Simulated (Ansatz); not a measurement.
# AlNH₃ (quartet): wave-function methods side by side, cc-pVDZ

The task here is to estimate one member of a computed series from the others.

Computed with Ansatz 0.2.0, Gaussian basis. Level: cc-pVDZ, core rule «outside noble gas», up to 6 orbitals frozen.

Plan: UHF; CCSD(T) on ROHF; CCSD(T) on UHF; BCCD(T) on ROHF; CISD; CCSDT(Q) on ROHF; CCSDT(Q) on UHF.

24 further runs of the same task are left out: 3 for a known fault of the program, 11 that didn't finish, 10 set aside as unsound or not needed.

## What is computed

The geometry is a PBE0/def2-TZVP stationary point (not a proven minimum) of the parent state, kept for this charge and spin.

5 atoms, charge 0, spin multiplicity 4.

Atoms are counted from 1 here; the program's logs count them from 0.

Bond lengths: Al1–N2 1.774 Å, Al1–H3 1.604 Å, N2–H4 1.009 Å, N2–H5 1.007 Å. Angles: N2–Al1–H3 115.8°, Al1–N2–H4 124.4°, Al1–N2–H5 125.4°, H4–N2–H5 110.2°.

Set-up of the first run:

The input, in.yaml:

```yaml
crystal:
  periodic: [false, false, false]
  atoms:
    - {symbol: Al, position_ang: [0.000000, -0.104009, 0.648758]}
    - {symbol: N, position_ang: [0.000000, 0.087527, -1.114734]}
    - {symbol: H, position_ang: [0.000000, 1.256470, 1.498750]}
    - {symbol: H, position_ang: [0.000000, 0.977077, -1.591329]}
    - {symbol: H, position_ang: [0.000000, -0.665655, -1.783277]}
basis:
  gaussian: {orbitals: cc-pVDZ}
magnetization: {spin_polarized: true, initial_magnetization: 3}
hamiltonian: {xc: hf}
output: {orbitals: {seedname: orbitals}}
```

Run with:

```sh
ansatz run in.yaml --threads 1 --pin off --events-out ev --progress --plain --max-ram 2393MiB
```

Among the steps run: UHF; CCSD(T) on ROHF; CCSD(T) on UHF; BCCD(T) on ROHF; CISD; CCSDT(Q) on ROHF; CCSDT(Q) on UHF.

One of the session's tables, all rows but one given; the rest of the session is left out.

| method | from UCCSDT(Q) (meV) |
| --- | --- |
| ROHF | ? |
| UHF | +5939.3 |
| RMP2 | +979.9 |
| UMP2 | +981.6 |
| CISD | +493.7 |
| RCCSD | +139.0 |
| UCCSD | +136.8 |
| RCCSD(T) | +28.1 |
| UCCSD(T) | +27.3 |
| BCCD(T) | +28.1 |
| RCCSDT | +7.8 |
| UCCSDT | +6.8 |
| RCCSDT(Q) | +1.0 |
| UCCSDT(Q) | 0 |

**Question.** Estimate the row for ROHF.

As computed: from UCCSDT(Q) (meV): +6079.9. In the column «from UCCSDT(Q) (meV)» it is the highest.

Limits of these values: Restricted and unrestricted rows rest on different reference determinants; where their highest levels disagree by more than a few hundredths of an eV, they describe different states and don't form one ladder.
